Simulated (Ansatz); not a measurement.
# NF₃: small, medium and large basis sets

Aim: see how fast density functionals and correlated methods converge with the basis set for NF₃.

Computed with Ansatz 0.2.0, Gaussian basis. Level: one geometry, several basis sets.

The runs, in order: PBE0-D4/def2-SVP; ωB97M-V/def2-SVP; PBE0-D4/def2-QZVPP; ωB97M-V/def2-QZVPP; CCSD(T)/cc-pV(D+d)Z; CCSD(T)/cc-pV(T+d)Z; CCSD(T)/cc-pV(Q+d)Z; the functionals' def2-TZVPP values are taken from earlier runs.

## (1) The geometry

All runs share one geometry, relaxed beforehand with PBE0-D4 in a triple-zeta def2 set.

SMILES `FN(F)F`, 4 atoms, charge 0, spin multiplicity 1.

Atoms are counted from 1 here; the program's logs count them from 0.

Bond lengths: F1–N2 1.360 Å, N2–F3 1.360 Å, N2–F4 1.360 Å. Angles: F1–N2–F3 102.1°, F1–N2–F4 102.1°, F3–N2–F4 102.1°.

## (2) PBE0-D4 in def2-SVP

in.yaml reads:

```yaml
crystal:
  periodic: [false, false, false]
  atoms:
    - {symbol: F, position_ang: [0.613975, 0.000347, 1.066864]}
    - {symbol: N, position_ang: [0.353412, -0.074142, -0.266228]}
    - {symbol: F, position_ang: [-0.636257, -1.006438, -0.312227]}
    - {symbol: F, position_ang: [-0.331130, 1.080243, -0.488409]}
basis:
  gaussian: {orbitals: def2-SVP}
hamiltonian: {xc: pbe0, dispersion: d4}
output: {orbitals: {seedname: orbitals}}
```

Launch:

```console
> ansatz run in.yaml --threads 4 --pin off --events-out ev --progress --plain --max-ram 10444MiB
```

The runs that follow: ωB97M-V in def2-SVP; PBE0-D4 in def2-QZVPP; ωB97M-V in def2-QZVPP; CCSD(T) in cc-pV(D+d)Z; CCSD(T) in cc-pV(T+d)Z; CCSD(T) in cc-pV(Q+d)Z.

Before running them: what should the planned runs give, taken together? Wanted: MP2 correlation recovered, cc-pV(D+d)Z; MP2 correlation recovered, cc-pV(T+d)Z; MP2 correlation recovered, cc-pV(Q+d)Z; CCSD(T) limit from def2 sets; PBE0-D4: double and triple zeta above quadruple; ωB97M-V: double and triple zeta above quadruple.

As calculated:

| quantity | value |
| --- | --- |
| MP2 correlation recovered, cc-pV(D+d)Z | 66.2 % |
| MP2 correlation recovered, cc-pV(T+d)Z | 86.9 % |
| MP2 correlation recovered, cc-pV(Q+d)Z | 94.5 % |
| CCSD(T) limit from def2 sets (earlier runs) less the limit of this series | 10 meV |
| PBE0-D4: double and triple zeta above quadruple | 12.57, 0.50 eV |
| ωB97M-V: double and triple zeta above quadruple | 12.80, 0.48 eV |

What this shows: For PBE0-D4 the step from double to triple zeta gains 12.07 eV and the next only 0.50 eV. Correlation climbs from 66 % (cc-pV(D+d)Z) to 95 % (cc-pV(Q+d)Z) of the limit; Hartree-Fock is 0.241 eV from its own by then. A limit from the def2 sets, made apart, differs by 10 meV, a least measure of the doubt on such a limit. These are total energies; as a rule much of such shifts cancels in differences, which this series doesn't test. The LUMO of ωB97M-V is positive and keeps falling with the basis (3.81 to 3.16 eV): an unbound level that the basis holds in place.
